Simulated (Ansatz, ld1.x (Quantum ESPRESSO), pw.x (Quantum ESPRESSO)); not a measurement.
# From atom to crystal: TM potential for osmium

* Element: osmium (Os)
* Generator: ld1.x (Quantum ESPRESSO) 7.5
* Type: norm-conserving Troullier–Martins (Kleinman–Bylander form)
* Functional: LDA (PW92)
* Relativity: scalar-relativistic
* Frozen core: [Xe] 4f14
* Valence charge: 8
* Reference configuration: 5d7 6s1 6p0
* Partial waves: 6p (bound, empty): rc 3.85 bohr; 5d (bound): rc 2.05 bohr; 6s (bound): rc 2.35 bohr
* Local potential: the s channel
* Core correction: a·sin(br)/r model core, default radius (core density twice the valence density)

Crystal test: sc Os in pw.x 7.5, no spin, 13³ k-points, Fermi–Dirac smearing 0.01 Ry, cutoffs 50/200 Ry. The reference is all-electron LAPW (Ansatz 0.2.0) with the same functional, mesh and smearing; V0 and B0 come from Birch–Murnaghan fits to the pressures at five volumes. Errors are pseudo minus all-electron; Δ is the rms difference of the E(V) curves that follow from these fits, minima aligned, over ±6 % about the mean V0. Mesh and smearing are coarse, so the numbers serve the comparison and aren't converged zero-temperature values; the lattice is a test structure that the element need not adopt.

All-electron: a0 = 2.518 Å (V0 = 15.96 Å³/atom), B0 = 307.4 GPa.

How far does the potential miss the all-electron equation of state?

mean pressure error (GPa): +13.91; a0 (Å): 2.553; a0 error (%): +1.38; B0 error (%): -2.6; Δ (meV/atom): 44.8. The largest radius (3.85 bohr) exceeds half the bond length (2.38 bohr), so the spheres overlap, which is one possible source of error among others. This is a poor potential for the solid.

| V (Å³/atom) | P all-electron (GPa) | P pseudo (GPa) |
| --- | --- | --- |
| 15.121 | 18.81 | 35.66 |
| 15.519 | 9.19 | 24.39 |
| 15.917 | 0.83 | 14.57 |
| 16.315 | -6.43 | 6.01 |
| 16.713 | -12.73 | -1.44 |

At the middle volume, how do free energy and pressure move when the wave cutoff is lowered (ecutrho kept at four times it)?

| cutoff (Ry) | shift of F (meV/atom) | shift of P (GPa) |
| --- | --- | --- |
| 22 | +4049.7 | -151.20 |
| 30 | +446.1 | -28.05 |
| 40 | +6.1 | -0.83 |

Input at the middle volume:

```
&control
  calculation='scf', prefix='x', pseudo_dir='./', outdir='./tmp', tstress=.true., disk_io='none'
/
&system
  ibrav=0, nat=1, ntyp=1, ecutwfc=50, ecutrho=200, nbnd=11,
  occupations='smearing', smearing='fd', degauss=0.01
/
&electrons
  conv_thr=1e-09, mixing_beta=0.4, electron_maxstep=70
/
ATOMIC_SPECIES
Os 1.0 Os.UPF
CELL_PARAMETERS angstrom
  2.51547732 0.00000000 0.00000000
  0.00000000 2.51547732 0.00000000
  0.00000000 0.00000000 2.51547732
ATOMIC_POSITIONS crystal
Os 0.0000 0.0000 0.0000
K_POINTS automatic
13 13 13 0 0 0
```

```bash
pw.x < Os.scf.in > Os.scf.out
```

Lines of the output:

```
Message from routine setup:
     using ibrav=0 with symmetry is DISCOURAGED, use correct ibrav instead
     lattice parameter (alat)  =       4.7536  a.u.
     unit-cell volume          =     107.4132 (a.u.)^3
     number of electrons       =         8.00
     number of Kohn-Sham states=           11
     kinetic-energy cutoff     =      50.0000  Ry
     charge density cutoff     =     200.0000  Ry
     scf convergence threshold =      1.0E-09
     Exchange-correlation= PW
     number of k points=    84  Fermi-Dirac smearing, width (Ry)=  0.0100
     iteration #  1     ecut=    50.00 Ry     beta= 0.40
     total energy              =     -47.05338135 Ry
     estimated scf accuracy    <       0.07351278 Ry
     iteration #  2     ecut=    50.00 Ry     beta= 0.40
     total energy              =     -47.05827912 Ry
     estimated scf accuracy    <       0.00535695 Ry
     iteration #  3     ecut=    50.00 Ry     beta= 0.40
     total energy              =     -47.05925785 Ry
     estimated scf accuracy    <       0.00015654 Ry
     iteration #  4     ecut=    50.00 Ry     beta= 0.40
     total energy              =     -47.05926501 Ry
     estimated scf accuracy    <       0.00000410 Ry
     iteration #  5     ecut=    50.00 Ry     beta= 0.40
     total energy              =     -47.05926565 Ry
     estimated scf accuracy    <       0.00000013 Ry
     iteration #  6     ecut=    50.00 Ry     beta= 0.40
     total energy              =     -47.05926567 Ry
     estimated scf accuracy    <          6.9E-09 Ry
     iteration #  7     ecut=    50.00 Ry     beta= 0.40
     the Fermi energy is    16.1773 ev
!    total energy              =     -47.05926567 Ry
     estimated scf accuracy    <          2.8E-11 Ry
     smearing contrib. (-TS)   =      -0.00573131 Ry
     The total energy is F=E-TS. E is the sum of the following terms:
     one-electron contribution =      14.20402432 Ry
     hartree contribution      =       1.77598186 Ry
     xc contribution           =     -24.83334607 Ry
     ewald contribution        =     -38.20019448 Ry
     convergence has been achieved in   7 iterations
          total   stress  (Ry/bohr**3)                   (kbar)     P=      145.71
     Message from routine punch:
     Nothing written, as per user request (disk_io='none')
```

The run at the middle volume (84 k-points, 7 iterations) took about 6.2 s on one core of a shared host (Neoverse-V1, 32 threads, 247 GiB, load 10).
